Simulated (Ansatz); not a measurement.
## SnH2, triplet: reading a ladder of total energies

Geometry: that of the SnH2⁻, doublet, kept fixed.

```xyz
3

Sn    0.0000   -0.0211    0.0000
H     0.0000    1.2419   -1.2881
H     0.0000    1.2419    1.2881
```

Basis def2-SVPD with its core potentials; Ansatz 0.2.0. Correlated methods freeze the noble-gas cores and the filled d shells of p-block atoms, which leaves 6 electrons in 39 orbitals. R marks a restricted (for open shells ROHF) determinant, U an unrestricted one. No spin–orbit coupling is included; scalar relativity enters through the core potentials alone.

Full CI isn't at hand for all of this; UCCSDT(Q) serves as the reference, and is uncertain by about the last step of the cluster series.

Runs differ by some tens of microhartree through their thresholds and, for an open shell, their frozen cores, so steps under 0.03 kcal/mol mean nothing.

| level | total energy (hartree) |
| --- | --- |
| UHF | -214.431165 |
| UMP2 | -214.498736 |
| UCCSD | -214.521351 |
| UCCSD(T) | -214.523606 |
| UCCSDT | -214.524386 |
| UCCSDT(Q) | -214.524435 |

Problem. What is the correlation energy at UCCSDT(Q), and what share of it do UMP2 and UCCSD(T) recover?

Solution. E(corr) = -214.524435 − (-214.431165) = -0.093270 hartree = -2.538 eV. UMP2: -0.067571 / -0.093270 = 72.45 %. UCCSD(T): -0.092441 / -0.093270 = 99.11 %.

Problem. By how many kcal/mol does UCCSD(T) miss UCCSDT(Q) (1 hartree = 627.509 kcal/mol), and which steps make up the rest?

Solution. -214.523606 − (-214.524435) = 0.000829 hartree = 0.52 kcal/mol. Steps: UCCSDT − UCCSD(T) = -0.49, UCCSDT(Q) − UCCSDT = -0.03 kcal/mol. That is within 1 kcal/mol of the reference in this basis, which itself misses far more of the correlation at the basis-set limit.
